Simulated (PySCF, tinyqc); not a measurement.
Inside a calculation. Method: RHF in the sto-3g basis, for OH-, spin multiplicity 1. The basis has no diffuse functions, so it cannot describe the extra electron: this is an exercise in the method, not the real anion. The lowest restricted solution is unstable here: a spin-polarised one lies 0.0048 hartree lower (PySCF). Computed by tinyqc, a small Python program that keeps every step (integrals from PySCF). Settings: charge = -1, multiplicity = 1, basis = sto-3g, energy threshold = 1e-10, iteration cap = 66, orthogonalisation = symmetric, start = core, DIIS depth = 0, method = RHF. Command: `OMP_NUM_THREADS=1 python tinyqc.py 28311 28312 out.jsonl` (the two numbers bound the seeds that draw the settings). One thread of a shared host (Intel(R) Xeon(R) Processor @ 2.60GHz), about 0.06 s of CPU time with the checks. Later iterations appear only in the table of the cycle.

## One-electron integrals

Geometry (angstrom):
```
atom,x,y,z
O,0.000000,0.000000,0.000000
H,0.000000,0.000000,1.598000
```

Basis sto-3g: exponents (1/bohr^2) and contraction coefficients of normalised primitives:
```
element,l (shell),exponent,coefficient
O,s (1),130.709320,0.154329
O,s (1),23.808861,0.535328
O,s (1),6.443608,0.444635
O,s (2),5.033151,-0.099967
O,s (2),1.169596,0.399513
O,s (2),0.380389,0.700115
O,p (3),5.033151,0.155916
O,p (3),1.169596,0.607684
O,p (3),0.380389,0.391957
H,s (1),3.425251,0.154329
H,s (1),0.623914,0.535328
H,s (1),0.168855,0.444635
```

Overlap, kinetic and nuclear-attraction integrals over the contracted functions; the nuclear repulsion is the sum of Za Zb / Rab.

nuclear repulsion = 2.64919755 hartree

overlap S, lower triangle:
```
,1O 1s,1O 2s,1O 2px,1O 2py,1O 2pz,2H 1s
1O 1s,1.000000
1O 2s,0.236704,1.000000
1O 2px,0.000000,0.000000,1.000000
1O 2py,0.000000,0.000000,0.000000,1.000000
1O 2pz,0.000000,0.000000,0.000000,0.000000,1.000000
2H 1s,0.012407,0.166358,0.000000,0.000000,0.169002,1.000000
```

kinetic energy T (hartree), lower triangle:
```
,1O 1s,1O 2s,1O 2px,1O 2py,1O 2pz,2H 1s
1O 1s,29.003200
1O 2s,-0.168011,0.808128
1O 2px,0.000000,0.000000,2.528731
1O 2py,0.000000,0.000000,0.000000,2.528731
1O 2pz,0.000000,0.000000,0.000000,0.000000,2.528731
2H 1s,-0.003476,-0.012825,0.000000,0.000000,0.019671,0.760032
```

nuclear attraction V (hartree), lower triangle:
```
,1O 1s,1O 2s,1O 2px,1O 2py,1O 2pz,2H 1s
1O 1s,-60.949605
1O 2s,-7.261464,-9.383037
1O 2px,0.000000,0.000000,-9.299817
1O 2py,0.000000,0.000000,0.000000,-9.299817
1O 2pz,-0.005570,-0.070236,0.000000,0.000000,-9.332002
2H 1s,-0.389525,-1.057391,0.000000,0.000000,-0.914376,-3.868829
```

core Hamiltonian H = T + V (hartree), lower triangle:
```
,1O 1s,1O 2s,1O 2px,1O 2py,1O 2pz,2H 1s
1O 1s,-31.946405
1O 2s,-7.429475,-8.574909
1O 2px,0.000000,0.000000,-6.771086
1O 2py,0.000000,0.000000,0.000000,-6.771086
1O 2pz,-0.005570,-0.070236,0.000000,0.000000,-6.803271
2H 1s,-0.393001,-1.070215,0.000000,0.000000,-0.894705,-3.108797
```

## Two-electron integrals

Functions are numbered as in S; the eight-fold symmetry (ij|kl) = (ji|kl) = (kl|ij) leaves the list below.

Two-electron integrals (ij|kl) in chemists' order, unique and non-zero (hartree):
```
i,j,k,l,(ij|kl)
1,1,1,1,4.785065
2,1,1,1,0.741380
2,1,2,1,0.136873
2,2,1,1,1.118947
2,2,2,1,0.256633
2,2,2,2,0.817206
3,1,3,1,0.024477
3,2,3,1,0.037809
3,2,3,2,0.180518
3,3,1,1,1.115814
3,3,2,1,0.256684
3,3,2,2,0.817023
3,3,3,3,0.880159
4,1,4,1,0.024477
4,2,4,1,0.037809
4,2,4,2,0.180518
4,3,4,3,0.047444
4,4,1,1,1.115814
4,4,2,1,0.256684
4,4,2,2,0.817023
4,4,3,3,0.785270
4,4,4,4,0.880159
5,1,5,1,0.024477
5,2,5,1,0.037809
5,2,5,2,0.180518
5,3,5,3,0.047444
5,4,5,4,0.047444
5,5,1,1,1.115814
5,5,2,1,0.256684
5,5,2,2,0.817023
5,5,3,3,0.785270
5,5,4,4,0.785270
5,5,5,5,0.880159
6,1,1,1,0.039301
6,1,2,1,0.007201
6,1,2,2,0.013440
6,1,3,3,0.013420
6,1,4,4,0.013420
6,1,5,1,0.000301
6,1,5,2,0.000573
6,1,5,5,0.013482
6,1,6,1,0.000383
6,2,1,1,0.119962
6,2,2,1,0.027967
6,2,2,2,0.102049
6,2,3,3,0.100278
6,2,4,4,0.100278
6,2,5,1,0.002036
6,2,5,2,0.017373
6,2,5,5,0.105486
6,2,6,1,0.001499
6,2,6,2,0.017661
6,3,3,1,0.002605
6,3,3,2,0.016316
6,3,5,3,0.003398
6,3,6,3,0.002239
6,4,4,1,0.002605
6,4,4,2,0.016316
6,4,5,4,0.003398
6,4,6,4,0.002239
6,5,1,1,0.098870
6,5,2,1,0.023311
6,5,2,2,0.090999
6,5,3,3,0.087301
6,5,4,4,0.087301
6,5,5,1,0.003977
6,5,5,2,0.029960
6,5,5,5,0.098293
6,5,6,1,0.001287
6,5,6,2,0.019214
6,5,6,5,0.022925
6,6,1,1,0.330238
6,6,2,1,0.078145
6,6,2,2,0.328319
6,6,3,3,0.319038
6,6,4,4,0.319038
6,6,5,1,0.005436
6,6,5,2,0.066489
6,6,5,5,0.346693
6,6,6,1,0.004190
6,6,6,2,0.080797
6,6,6,5,0.101619
6,6,6,6,0.774606
```

## Orthogonalisation

S = U s U^T; symmetric (Loewdin) form X = U s^(-1/2) U^T, so that X^T S X = 1.

eigenvalues of S: 0.697094  0.864207  1.000000  1.000000  1.123386  1.315313

X, lower triangle:
```
,1O 1s,1O 2s,1O 2px,1O 2py,1O 2pz,2H 1s
1O 1s,1.022116
1O 2s,-0.124134,1.033349
1O 2px,0.000000,0.000000,1.000000
1O 2py,0.000000,0.000000,0.000000,1.000000
1O 2pz,-0.001423,0.011305,0.000000,0.000000,1.011176
2H 1s,0.009400,-0.088263,0.000000,0.000000,-0.087641,1.022200
```

## Starting guess

The start is the orbitals of the core Hamiltonian; D = 2 C_occ C_occ^T.

D at the start, lower triangle:
```
,1O 1s,1O 2s,1O 2px,1O 2py,1O 2pz,2H 1s
1O 1s,2.119931
1O 2s,-0.508074,2.152037
1O 2px,0.000000,0.000000,2.000000
1O 2py,0.000000,0.000000,0.000000,2.000000
1O 2pz,-0.006981,0.036928,0.000000,0.000000,2.039698
2H 1s,0.027867,-0.114936,0.000000,0.000000,-0.148838,0.016717
```

## Iteration 1: building the Fock matrix

J_ij = sum D_kl (ij|kl), K_ij = sum D_kl (ik|jl); F = H + J - 0.5 K; E = tr D H + tr D J / 2 - 0.25 tr D K + E_nn.

Coulomb J (hartree), lower triangle:
```
,1O 1s,1O 2s,1O 2px,1O 2py,1O 2pz,2H 1s
1O 1s,18.488554
1O 2s,3.523510,8.760232
1O 2px,0.000000,0.000000,8.752498
1O 2py,0.000000,0.000000,0.000000,8.752498
1O 2pz,0.000906,0.001036,0.000000,0.000000,8.752261
2H 1s,0.185504,1.054690,0.000000,0.000000,0.924121,3.279727
```

exchange K (hartree), lower triangle:
```
,1O 1s,1O 2s,1O 2px,1O 2py,1O 2pz,2H 1s
1O 1s,9.833500
1O 2s,1.712684,2.851544
1O 2px,0.000000,0.000000,2.349353
1O 2py,0.000000,0.000000,0.000000,2.349353
1O 2pz,0.000356,0.003193,0.000000,0.000000,2.351449
2H 1s,0.096799,0.295098,0.000000,0.000000,0.192683,0.058771
```

Fock matrix F (hartree), lower triangle:
```
,1O 1s,1O 2s,1O 2px,1O 2py,1O 2pz,2H 1s
1O 1s,-18.374601
1O 2s,-4.762307,-1.240449
1O 2px,0.000000,0.000000,0.806735
1O 2py,0.000000,0.000000,0.000000,0.806735
1O 2pz,-0.004842,-0.070796,0.000000,0.000000,0.773266
2H 1s,-0.255897,-0.163074,0.000000,0.000000,-0.066925,0.141544
```

total energy of this density = -72.89805014 hartree

## Iteration 1: diagonalisation and new density

Diagonalise F' = X^T F X, C = X C', fill 5 alpha and 5 beta electrons from the bottom; D = 2 C_occ C_occ^T. Each column has its largest component positive (the first on a tie).

F' = X^T F X (hartree), lower triangle:
```
,1,2,3,4,5,6
1,-18.011490
2,-2.592855,-0.362111
3,0.000000,0.000000,0.806735
4,0.000000,0.000000,0.000000,0.806735
5,-0.004262,-0.049338,0.000000,0.000000,0.802209
6,-0.000242,-0.113100,0.000000,0.000000,-0.146739,0.185865
```

orbital energies (hartree): MO1 -18.384541, MO2 -0.057800, MO3 0.220827, MO4 0.806735, MO5 0.806735, MO6 0.835987

coefficients C:
```
,MO1,MO2,MO3,MO4,MO5,MO6
1O 1s,0.994027,-0.229444,0.139542,0.000000,0.000000,0.003668
1O 2s,0.024218,0.863455,-0.587362,0.000000,0.000000,0.001097
1O 2px,0.000000,0.000000,0.000000,0.089432,0.995993,0.000000
1O 2py,0.000000,0.000000,0.000000,0.995993,-0.089432,0.000000
1O 2pz,0.000724,0.099700,0.095650,0.000000,0.000000,1.005584
2H 1s,-0.002412,0.399581,0.899302,0.000000,0.000000,-0.303379
```

D after iteration 1, lower triangle:
```
,1O 1s,1O 2s,1O 2px,1O 2py,1O 2pz,2H 1s
1O 1s,2.120413
1O 2s,-0.512005,2.182272
1O 2px,0.000000,0.000000,2.000000
1O 2py,0.000000,0.000000,0.000000,2.000000
1O 2pz,-0.017618,0.059847,0.000000,0.000000,0.038179
2H 1s,0.062822,-0.366507,0.000000,0.000000,0.251709,1.936829
```

Within a degenerate level the vectors are fixed only up to a rotation; this is one choice.

## Iteration 2: building the Fock matrix

As before.

Coulomb J (hartree), lower triangle:
```
,1O 1s,1O 2s,1O 2px,1O 2py,1O 2pz,2H 1s
1O 1s,16.941227
1O 2s,3.171945,7.801078
1O 2px,0.000000,0.000000,7.836995
1O 2py,0.000000,0.000000,0.000000,7.836995
1O 2pz,0.014739,0.151473,0.000000,0.000000,7.706127
2H 1s,0.167256,1.008984,0.000000,0.000000,0.935199,4.126594
```

exchange K (hartree), lower triangle:
```
,1O 1s,1O 2s,1O 2px,1O 2py,1O 2pz,2H 1s
1O 1s,9.785225
1O 2s,1.638141,2.511428
1O 2px,0.000000,0.000000,2.258559
1O 2py,0.000000,0.000000,0.000000,2.258559
1O 2pz,0.001898,0.087691,0.000000,0.000000,0.702930
2H 1s,0.090988,0.345502,0.000000,0.000000,0.321227,1.542640
```

Fock matrix F (hartree), lower triangle:
```
,1O 1s,1O 2s,1O 2px,1O 2py,1O 2pz,2H 1s
1O 1s,-19.897790
1O 2s,-5.076600,-2.029544
1O 2px,0.000000,0.000000,-0.063370
1O 2py,0.000000,0.000000,0.000000,-0.063370
1O 2pz,0.008220,0.037392,0.000000,0.000000,0.551392
2H 1s,-0.271239,-0.233982,0.000000,0.000000,-0.120119,0.246477
```

total energy of this density = -73.86543077 hartree

## Iteration 2: diagonalisation and new density

As before.

F' = X^T F X (hartree), lower triangle:
```
,1,2,3,4,5,6
1,-19.535320
2,-2.635490,-1.131570
3,0.000000,0.000000,-0.063370
4,0.000000,0.000000,0.000000,-0.063370
5,-0.004393,0.062896,0.000000,0.000000,0.588060
6,-0.000655,-0.139377,0.000000,0.000000,-0.202104,0.311728
```

orbital energies (hartree): MO1 -19.905316, MO2 -0.780069, MO3 -0.063370, MO4 -0.063370, MO5 0.213625, MO6 0.704658

coefficients C:
```
,MO1,MO2,MO3,MO4,MO5,MO6
1O 1s,0.994941,-0.261958,0.000000,0.000000,0.031044,-0.026965
1O 2s,0.020645,1.021691,0.000000,0.000000,-0.166767,0.138009
1O 2px,0.000000,0.000000,0.998803,-0.048907,0.000000,0.000000
1O 2py,0.000000,0.000000,0.048907,0.998803,0.000000,0.000000
1O 2pz,-0.000131,-0.027403,0.000000,0.000000,0.413024,0.926795
2H 1s,-0.001934,0.037285,0.000000,0.000000,0.854712,-0.573173
```

D after iteration 2, lower triangle:
```
,1O 1s,1O 2s,1O 2px,1O 2py,1O 2pz,2H 1s
1O 1s,2.118986
1O 2s,-0.504554,2.144181
1O 2px,0.000000,0.000000,2.000000
1O 2py,0.000000,0.000000,0.000000,2.000000
1O 2pz,0.039740,-0.193758,0.000000,0.000000,0.342679
2H 1s,0.029686,-0.208968,0.000000,0.000000,0.703990,1.463853
```

Within a degenerate level the vectors are fixed only up to a rotation; this is one choice.

## Iteration 3: building the Fock matrix

As before.

Coulomb J (hartree), lower triangle:
```
,1O 1s,1O 2s,1O 2px,1O 2py,1O 2pz,2H 1s
1O 1s,17.211022
1O 2s,3.233772,7.979252
1O 2px,0.000000,0.000000,8.005999
1O 2py,0.000000,0.000000,0.000000,8.005999
1O 2pz,0.000018,0.065338,0.000000,0.000000,7.902525
2H 1s,0.170275,1.013515,0.000000,0.000000,0.925771,3.937980
```

exchange K (hartree), lower triangle:
```
,1O 1s,1O 2s,1O 2px,1O 2py,1O 2pz,2H 1s
1O 1s,9.791439
1O 2s,1.650957,2.576558
1O 2px,0.000000,0.000000,2.273641
1O 2py,0.000000,0.000000,0.000000,2.273641
1O 2pz,0.000383,-0.079993,0.000000,0.000000,1.051836
2H 1s,0.093936,0.377335,0.000000,0.000000,0.449552,1.290103
```

Fock matrix F (hartree), lower triangle:
```
,1O 1s,1O 2s,1O 2px,1O 2py,1O 2pz,2H 1s
1O 1s,-19.631102
1O 2s,-5.021181,-1.883936
1O 2px,0.000000,0.000000,0.098093
1O 2py,0.000000,0.000000,0.000000,0.098093
1O 2pz,-0.005744,0.035099,0.000000,0.000000,0.573337
2H 1s,-0.269694,-0.245368,0.000000,0.000000,-0.193710,0.184132
```

total energy of this density = -73.98629160 hartree

## Iteration 3: diagonalisation and new density

As before.

F' = X^T F X (hartree), lower triangle:
```
,1,2,3,4,5,6
1,-19.268432
2,-2.629117,-0.984436
3,0.000000,0.000000,0.098093
4,0.000000,0.000000,0.000000,0.098093
5,-0.019432,0.071311,0.000000,0.000000,0.623090
6,0.002303,-0.159895,0.000000,0.000000,-0.275380,0.263075
```

orbital energies (hartree): MO1 -19.638997, MO2 -0.642230, MO3 0.098093, MO4 0.098093, MO5 0.128288, MO6 0.786237

coefficients C:
```
,MO1,MO2,MO3,MO4,MO5,MO6
1O 1s,0.994796,-0.260373,0.000000,0.000000,0.041884,-0.032455
1O 2s,0.021216,1.010896,0.000000,0.000000,-0.209677,0.157519
1O 2px,0.000000,0.000000,0.914967,-0.403528,0.000000,0.000000
1O 2py,0.000000,0.000000,0.403528,0.914967,0.000000,0.000000
1O 2pz,0.000558,-0.024501,0.000000,0.000000,0.425886,0.921037
2H 1s,-0.002016,0.084472,0.000000,0.000000,0.844698,-0.582923
```

D after iteration 3, lower triangle:
```
,1O 1s,1O 2s,1O 2px,1O 2py,1O 2pz,2H 1s
1O 1s,2.118333
1O 2s,-0.501773,2.132649
1O 2px,0.000000,0.000000,2.000000
1O 2py,0.000000,0.000000,0.000000,2.000000
1O 2pz,0.049543,-0.228109,0.000000,0.000000,0.363959
2H 1s,0.022759,-0.183530,0.000000,0.000000,0.715349,1.441309
```

Within a degenerate level the vectors are fixed only up to a rotation; this is one choice.

## Iteration 10 (converged): orbitals

converged F (hartree), lower triangle:
```
,1O 1s,1O 2s,1O 2px,1O 2py,1O 2pz,2H 1s
1O 1s,-19.620248
1O 2s,-5.019186,-1.876200
1O 2px,0.000000,0.000000,0.105083
1O 2py,0.000000,0.000000,0.000000,0.105083
1O 2pz,-0.009025,0.038370,0.000000,0.000000,0.572217
2H 1s,-0.269527,-0.248236,0.000000,0.000000,-0.196087,0.177421
```

As before.

F' = X^T F X (hartree), lower triangle:
```
,1,2,3,4,5,6
1,-19.257460
2,-2.629466,-0.975955
3,0.000000,0.000000,0.105083
4,0.000000,0.000000,0.000000,0.105083
5,-0.023299,0.075641,0.000000,0.000000,0.622406
6,0.003122,-0.163420,0.000000,0.000000,-0.277544,0.257115
```

orbital energies (hartree): MO1 -19.628173, MO2 -0.635421, MO3 0.105083, MO4 0.105083, MO5 0.122247, MO6 0.787453

coefficients C:
```
,MO1,MO2,MO3,MO4,MO5,MO6
1O 1s,0.994786,-0.260091,0.000000,0.000000,0.042757,-0.033840
1O 2s,0.021255,1.009373,0.000000,0.000000,-0.213321,0.162314
1O 2px,0.000000,0.000000,0.980819,0.194919,0.000000,0.000000
1O 2py,0.000000,0.000000,-0.194919,0.980819,0.000000,0.000000
1O 2pz,0.000720,-0.027383,0.000000,0.000000,0.425827,0.920983
2H 1s,-0.002046,0.090282,0.000000,0.000000,0.844482,-0.582365
```

D after iteration 10, lower triangle:
```
,1O 1s,1O 2s,1O 2px,1O 2py,1O 2pz,2H 1s
1O 1s,2.118150
1O 2s,-0.501012,2.129582
1O 2px,0.000000,0.000000,2.000000
1O 2py,0.000000,0.000000,0.000000,2.000000
1O 2pz,0.052091,-0.236924,0.000000,0.000000,0.364158
2H 1s,0.021182,-0.178121,0.000000,0.000000,0.714259,1.442609
```

Within a degenerate level the vectors are fixed only up to a rotation; this is one choice.

## Convergence

Stop when the energy changes by less than 1e-10 hartree and every element of the error matrix X^T (F D S - S D F) X is below 3e-06.

Course of the cycle:
```
iteration,E (hartree),change,largest element of the error matrix
1,-72.89805014,-,3.07e-01
2,-73.86543077,-9.67e-01,2.55e-01
3,-73.98629160,-1.21e-01,4.01e-02
4,-73.98748900,-1.20e-03,8.37e-03
5,-73.98753812,-4.91e-05,1.88e-03
6,-73.98754049,-2.36e-06,4.15e-04
7,-73.98754060,-1.15e-07,9.14e-05
8,-73.98754061,-5.57e-09,2.01e-05
9,-73.98754061,-2.70e-10,4.44e-06
10,-73.98754061,-1.31e-11,9.78e-07
```

PySCF RHF in the same basis = -73.98754061 hartree

Converged in 10 iterations.

## Populations, bond orders and dipole

Mulliken: Z minus the diagonal of D S on the atom; Loewdin: the same with S^(1/2) D S^(1/2); Mayer order: 2 sum_s sum (D(s) S)_ij (D(s) S)_ji over the two atoms.

Charges (e):
```
atom,Mulliken,Loewdin
1O,-0.466049,-0.472783
2H,-0.533951,-0.527217
```

Mayer bond orders:
```
pair,order
2-1,0.714896
```

dipole moment about the origin, x y z (debye): 0.000000  0.000000  -3.594777
